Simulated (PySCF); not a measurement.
Question: Write Cartesian coordinates for InChI=1S/C4H8/c1-3-4-2/h3-4H,1-2H3/b4-3- as optimised with GFN2-xTB.

Answer: 
```xyz
12
C4H8 angstrom
C      1.5546   -0.4722    0.1045
C      0.6995    0.7226   -0.1655
C     -0.6229    0.7874   -0.1794
C     -1.5949   -0.3194    0.0704
H      2.1986   -0.2787    0.9624
H      2.1994   -0.6646   -0.7530
H      0.9699   -1.3644    0.3050
H      1.2613    1.6259   -0.3704
H     -1.0896    1.7410   -0.3959
H     -1.1020   -1.2623    0.2852
H     -2.2378   -0.0635    0.9127
H     -2.2349   -0.4526   -0.8020
```

Orientation and origin are arbitrary. Atoms count from 1 in this order. Of the pairs four or more bonds apart, H7···H10 is among the closest relative to their van der Waals radii: 2.07 Å, 86 % of the sum of Bondi's values. The 4 heavy atoms lie in one plane (0.000 Å rms). The 3 C–C bonds span 1.324 Å (C2=C3, drawn double) to 1.494 Å (C3–C4, drawn single), a spread of 0.170 Å.

Bonds between heavy atoms (Å): C1–C2 1.494, C2=C3 1.324, C3–C4 1.494.

The geometry is computed with GFN2-xTB (gas phase).

Point group: C2v (tolerance 0.08 Å). No GFN2-xTB frequencies stand behind this structure, so it isn't proved a minimum.
